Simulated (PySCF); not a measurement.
**Nonlinear optical response: SMILES CC#CCCl, C4H5Cl**

Cartesian coordinates in Å; atom numbers follow the order of the lines, from 1:
```xyz
10

C    -2.069    0.207   -0.153
C    -0.632    0.028   -0.210
C     0.561   -0.113   -0.250
C     1.990   -0.296   -0.308
Cl    2.868    0.849    0.762
H    -2.581   -0.755   -0.081
H    -2.345    0.801    0.721
H    -2.437    0.723   -1.043
H     2.276   -1.297    0.014
H     2.372   -0.128   -1.315
```

Level of theory: quadratic response CAM-B3LYP/def2-TZVPD first hyperpolarisability, Taylor convention, gas phase (PySCF). Geometry: PBE0-D3(BJ)/def2-TZVP.

Question: What is the first hyperpolarisability, and how does it disperse?

Answer: In 10⁻³⁰ esu, Taylor convention; the vector part is βᵢ = ⅓ Σⱼ (βᵢⱼⱼ + βⱼᵢⱼ + βⱼⱼᵢ); β∥ is 3/5 of the vector part along the dipole, the dipole points from − to +:
```tsv
process	λ (nm)	β vector norm	β∥	β HRS	depolarisation ratio
static β(0;0,0)	∞	1.63	0.88	0.65	5.82
second harmonic β(−2ω;ω,ω)	1907	1.72	0.93	0.68	5.80
Pockels β(−ω;ω,0)	1907	1.66	0.89	–	–
second harmonic β(−2ω;ω,ω)	1064	1.95	1.05	0.78	5.75
Pockels β(−ω;ω,0)	1064	1.73	0.93	–	–
```

Question: Which lowest excitations, dipole and polarisabilities go with it?

Answer: S1 5.87 eV (f = 0.000); S2 6.38 eV (f = 0.059); S3 6.72 eV (f = 0.006); dipole 2.31 D; isotropic α 64.8 au static, 65.0 au at 1907 nm, 65.4 au at 1064 nm, 65.5 au at 953.5 nm, 67.3 au at 532 nm.
